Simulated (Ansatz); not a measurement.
A computed series for C: pressure series

The parent structure is C in the diamond structure (space group Fd-3m, No. 227).

```
C
1.0
    0.00000     1.78581     1.78581
    1.78581     0.00000     1.78581
    1.78581     1.78581     0.00000
C
2
Cartesian
  1.78581   1.78581   1.78581
  2.67871   2.67871   2.67871
```

Cell and atoms are relaxed at each pressure.

All numbers come from Ansatz (an electronic-structure program), PBE, PAW, cutoff 420 eV, spin-orbit coupling left out, earlier PAW set.

```json
[
 {"pressure (GPa)": "-2", "volume per atom (Å³/atom)": "5.722"},
 {"pressure (GPa)": "-1", "volume per atom (Å³/atom)": "5.708"},
 {"pressure (GPa)": "0", "volume per atom (Å³/atom)": "5.695"},
 {"pressure (GPa)": "1.8", "volume per atom (Å³/atom)": "?"},
 {"pressure (GPa)": "4.2", "volume per atom (Å³/atom)": "5.641"},
 {"pressure (GPa)": "9", "volume per atom (Å³/atom)": "5.582"},
 {"pressure (GPa)": "18", "volume per atom (Å³/atom)": "5.479"},
 {"pressure (GPa)": "45", "volume per atom (Å³/atom)": "5.213"},
 {"pressure (GPa)": "60", "volume per atom (Å³/atom)": "5.088"}
]
```

### Question
Fit the third-order Birch–Murnaghan form P(V) = (3B₀/2)[(V₀/V)^(7/3) − (V₀/V)^(5/3)]·[1 + (3/4)(B₀′ − 4)((V₀/V)^(2/3) − 1)] (squares taken in P) to the rows shown and predict the withheld row.

### Answer
Least squares on the printed values gives V₀ = 5.695 Å³/atom, B₀ = 433 GPa, B₀′ = 3.7; this predicts 5.672 Å³/atom, and the run gives 5.672 Å³/atom, in agreement.

Measured bulk modulus of C: 454.7 GPa (static lattice; corrected from measurement; as listed in Daniel Mejia-Rodriguez, S. B. Trickey, Phys. Rev. B (2018)); the computed value is 5 % below it.

Load acts through the strain it causes; cell and atoms are relaxed under it. No phonon test of stability was made. No other phases were tried under pressure.
